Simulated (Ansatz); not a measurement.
```xyz
12

C     1.089   -1.445    0.532
C    -0.029   -0.632   -0.047
F    -0.424   -1.178   -1.243
O     0.452    0.663   -0.299
C    -0.455    1.655   -0.390
N    -1.688    1.492   -0.224
H     0.756   -2.473    0.676
H     1.944   -1.435   -0.145
H     1.391   -1.031    1.495
H    -0.916   -0.576    0.587
H     0.064    2.589   -0.617
H    -2.183    2.372   -0.323
```

Total charge 0; spin multiplicity 1.

(1) List the ωB97M-V/def2-TZVPP orbital energies in eV (Ansatz 0.2.0). (Best estimate.)

Answers

(1) The calculation gave: Occupied: -677.26, -527.42, -394.31, -285.01, -284.30, -281.48, -36.53, -33.31, -28.07, -24.54, -21.54, -19.54, -18.02, -17.27, -16.84, -15.88, -14.36, -14.21, -13.81, -13.62, -13.00, -11.96, -10.74, -10.62. Lowest empty: 2.50, 2.84, 3.13, 4.06, 4.57, 4.73, 4.96, 5.29.
